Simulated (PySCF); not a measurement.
Excitations are Tamm–Dancoff values on a coarser integration grid. The basis has no diffuse functions, so Rydberg states are missing or too high.

Cartesian coordinates (Å):
```xyz
6

C     -0.4877     0.0057     0.0034
C      0.9657    -0.0113    -0.0067
N      2.1281    -0.0248    -0.0148
H     -0.8822    -0.7017    -0.7391
H     -0.8652    -0.2792     0.9951
H     -0.8587     1.0113    -0.2380
```
Charge 0, spin multiplicity 1.

Problem. What HOMO–LUMO gap, T1 excitation (TDA), LUMO, dipole moment and S1–T1 gap (TDA) does PBE-D3(BJ)/def2-TZVP run with PySCF give?

Solution. 
```yaml
HOMO–LUMO gap: 7.73 eV
T1 excitation (TDA): 6.35 eV
LUMO: -0.31 eV
dipole_moment: 0.823 e·Å
S1–T1 gap (TDA): 1.38 eV
```
